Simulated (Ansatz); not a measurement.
A structure relaxed at PBE0-D4/def2-TZVP, charge 0, multiplicity 2:

```xyz
9

C    -1.658    0.169   -0.260
Al   -0.189   -0.795    0.635
C     1.662   -0.215    0.297
H    -1.281    0.984   -0.886
H    -2.354    0.592    0.471
H    -2.243   -0.507   -0.892
H     1.774    0.834    0.597
H     1.868   -0.263   -0.779
H     2.422   -0.800    0.817
```

Problem. Give its formula and SMILES.

Solution. C2H6Al, `[CH3][Al][CH3]`.

Problem. Point group (tolerance 0.08 Å, 0.16 Å for H)?

Solution. Cs.

Problem. Summarise the bond lengths by kind.

Solution. 2 × Al–C 1.970 to 1.972 Å; 6 × C–H 1.091 to 1.097 Å.

Computed with Ansatz.
